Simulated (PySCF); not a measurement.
1,3-dithiane, C4H8S2.
Atom-mapped SMILES: `[CH2:1]1[CH2:2][S:3][CH2:4][S:5][CH2:6]1` (hydrogens: H7, H8 on C1; H9, H10 on C2; H11, H12 on C4; H13, H14 on C6)

The same species was optimised twice, with GFN2-xTB and with PBE0-D3(BJ)/def2-SVP (PySCF), and the same property calculations (PySCF, gas phase) were run on both structures.

```json
{"coordinate": "C2–S3 (Å)", "GFN2-xTB": "1.824", "PBE0-D3(BJ)/def2-SVP": "1.815", "change": "-0.009"}
{"coordinate": "S5–C6 (Å)", "GFN2-xTB": "1.824", "PBE0-D3(BJ)/def2-SVP": "1.815", "change": "-0.009"}
{"coordinate": "S3–C4 (Å)", "GFN2-xTB": "1.812", "PBE0-D3(BJ)/def2-SVP": "1.809", "change": "-0.003"}
{"coordinate": "C4–S5 (Å)", "GFN2-xTB": "1.812", "PBE0-D3(BJ)/def2-SVP": "1.809", "change": "-0.003"}
{"coordinate": "C1–C6 (Å)", "GFN2-xTB": "1.522", "PBE0-D3(BJ)/def2-SVP": "1.522", "change": "0.000"}
{"coordinate": "C1–C2 (Å)", "GFN2-xTB": "1.522", "PBE0-D3(BJ)/def2-SVP": "1.522", "change": "0.000"}
{"coordinate": "C1–C6–S5 (°)", "GFN2-xTB": "112.4", "PBE0-D3(BJ)/def2-SVP": "114.3", "change": "+1.9"}
{"coordinate": "S3–C4–S5 (°)", "GFN2-xTB": "113.3", "PBE0-D3(BJ)/def2-SVP": "115.2", "change": "+1.9"}
{"coordinate": "C1–C2–S3 (°)", "GFN2-xTB": "112.4", "PBE0-D3(BJ)/def2-SVP": "114.3", "change": "+1.9"}
{"coordinate": "C2–C1–C6 (°)", "GFN2-xTB": "112.8", "PBE0-D3(BJ)/def2-SVP": "113.9", "change": "+1.1"}
{"coordinate": "C2–S3–C4 (°)", "GFN2-xTB": "97.5", "PBE0-D3(BJ)/def2-SVP": "98.3", "change": "+0.8"}
{"coordinate": "C4–S5–C6 (°)", "GFN2-xTB": "97.5", "PBE0-D3(BJ)/def2-SVP": "98.3", "change": "+0.8"}
```

Rotational constants: A = 3305, B = 2348, C = 1519 MHz (GFN2-xTB) against A = 3293, B = 2324, C = 1495 MHz (PBE0-D3(BJ)/def2-SVP). Point groups within 0.08 Å: Cs and Cs.

On the GFN2-xTB structure: lowest singlet, TDDFT (eV) 5.14 [CAM-B3LYP/def2-SVPD]; lowest triplet, Tamm–Dancoff (eV) 4.68 [CAM-B3LYP/def2-SVPD]; isotropic polarisability (au) 85.5 [CAM-B3LYP/def2-SVPD]; HOMO (eV) -7.53 [CAM-B3LYP/def2-SVPD]; LUMO (eV) 1.01 [CAM-B3LYP/def2-SVPD]; dipole (D) 2.33 [CAM-B3LYP/def2-SVPD]; HOMO (eV) -6.23 [PBE0/pcSseg-1]; LUMO (eV) 0.53 [PBE0/pcSseg-1]; dipole (D) 2.33 [PBE0/pcSseg-1]; GIAO shielding of C1 (ppm) 155.3 [PBE0/pcSseg-1]; GIAO shielding of C2/C6 (mean) (ppm) 148.3 [PBE0/pcSseg-1]; GIAO shielding of S3/S5 (mean) (ppm) 461.7 [PBE0/pcSseg-1]; GIAO shielding of C4 (ppm) 141.0 [PBE0/pcSseg-1].

Q: What do these properties become on the PBE0-D3(BJ)/def2-SVP structure?

A: 
```
                                    property                level  on GFN2-xTB  on PBE0-D3(BJ)/def2-SVP  change
                  lowest singlet, TDDFT (eV)  CAM-B3LYP/def2-SVPD         5.14                     5.22   +0.08
           lowest triplet, Tamm–Dancoff (eV)  CAM-B3LYP/def2-SVPD         4.68                     4.75   +0.07
               isotropic polarisability (au)  CAM-B3LYP/def2-SVPD         85.5                     86.2    +0.7
                                   HOMO (eV)  CAM-B3LYP/def2-SVPD        -7.53                    -7.62   -0.09
                                   LUMO (eV)  CAM-B3LYP/def2-SVPD         1.01                     1.01    0.00
                                  dipole (D)  CAM-B3LYP/def2-SVPD         2.33                     2.27   -0.06
energy, GFN2-xTB geometry as zero (kcal/mol)  CAM-B3LYP/def2-SVPD          0.0                     -0.9    -0.9
                                   HOMO (eV)        PBE0/pcSseg-1        -6.23                    -6.32   -0.09
                                   LUMO (eV)        PBE0/pcSseg-1         0.53                     0.51   -0.02
                                  dipole (D)        PBE0/pcSseg-1         2.33                     2.27   -0.06
energy, GFN2-xTB geometry as zero (kcal/mol)        PBE0/pcSseg-1          0.0                     -0.8    -0.8
                  GIAO shielding of C1 (ppm)        PBE0/pcSseg-1        155.3                    156.2    +0.9
        GIAO shielding of C2/C6 (mean) (ppm)        PBE0/pcSseg-1        148.3                    150.1    +1.8
        GIAO shielding of S3/S5 (mean) (ppm)        PBE0/pcSseg-1        461.7                    481.1   +19.4
                  GIAO shielding of C4 (ppm)        PBE0/pcSseg-1        141.0                    143.5    +2.5
```

The heavy atoms differ by 0.023 Å rms after alignment. Among bonds between heavy atoms C2–S3 and S5–C6 change most and about equally (-0.009 Å). Changes are differences of the printed values. Neither structure is proved a minimum here.
